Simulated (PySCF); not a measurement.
Method: PySCF energies plus ideal-gas RRHO corrections (1 bar). Table values come from the NASA 1993 polynomials. 6-31G* has spherical d functions here. All species are closed-shell singlets. B3LYP is the form with VWN-RPA correlation. The harmonic model lacks anharmonicity and excited electronic states, which grow with temperature; levels with a mode under 35 cm⁻¹ are left out. The table's entry may be an old estimate for CClF3 (not checked at source).

Harmonic frequencies at B3LYP/6-31G* (cm⁻¹): 340, 340, 455, 552, 552, 774, 1102, 1264, 1264. Point group C3v; S°(298 K) = 286.3 J/mol/K at this level.

**Question.** Work out Cp and S° of gaseous CClF3 at 500, 800, 1200, 1600, 2000 K from these, and set them beside the table.

**Answer.** 
```tsv
T (K)	Cp B3LYP/6-31G*	Cp table	S° B3LYP/6-31G*	S° table
500	84.9	85.0	325.7	324.6
800	96.7	96.9	368.6	367.7
1200	102.5	102.3	409.1	408.2
1600	104.9	104.7	439.0	438.0
2000	106.0	106.2	462.5	461.5
```
Units J/mol/K.
